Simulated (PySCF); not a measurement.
# Does the structure fit the spectrum?

A compound C6H12 gives the data below (simulated from a calculation) and was assigned the structure `C=CC(C)(C)C`.

¹³C{¹H} NMR (computed): δ 31.2 (CH2, 6C).

¹H NMR (500 MHz, computed): δ 1.47 (s, 12H).

All values are calculated (PySCF 2.14.0 with density-fitted response routines): PBE0-D3(BJ)/def2-TZVP structure, shieldings: GIAO B97-2/pcSseg-2. A single conformation, one averaged value for each set of equivalent atoms, no solvent, relativity neglected.

References, each an isolated molecule treated in the same way: TMS for ¹H (σ = 31.64 ppm), ¹³C (σ = 185.38 ppm).

Q: Compare with the shifts computed for the proposed structure, pairing carbons in order of shift.

A: Numbering as in the mapped SMILES `[CH2:1]=[CH:2][C:3]([CH3:4])([CH3:5])[CH3:6]`. Hydrogens are named by the atom that carries them.

```
atom  computed for proposal  given list  difference
  C2                  160.8        31.2      +129.6
  C1                  115.5        31.2       +84.3
  C3                   38.0        31.2        +6.8
  C4                   31.1        31.2        -0.1
  C5                   31.1        31.2        -0.1
  C6                   31.1        31.2        -0.1
```

The rms difference is 63.2 ppm and the largest +129.6 ppm at C2 (alkene CH). The proposal also would give 4 carbon signals, not 1. The carbon types in order of shift don't match either: CH, CH2, C, CH3, CH3, CH3 for the proposal against CH2, CH2, CH2, CH2, CH2, CH2 in the data. The proposal doesn't fit.

Q: Which isomer fits?

A: cyclohexane (SMILES C1CCCCC1).

Carbon types of the structure: 6 × CH2, which accounts for all hydrogens. δC 31.2: sp3 CH2 in a ring; a saturated carbon with 2 carbon neighbours and no heteroatom attached. δH 1.47: hydrogen on an sp3 CH2 in a ring; far from electronegative atoms and π systems.

The data come from this structure; uniqueness wasn't tested.

Shifts are as computed. Against solution values, carbons near 30 ppm lie about +3 ppm off and those near 130 ppm about +7 ppm. Of 1309 compounds with measured shifts, 239 miss one by over three times the rms of a fit or turn the order of signals round; such compounds aren't used in these exercises.
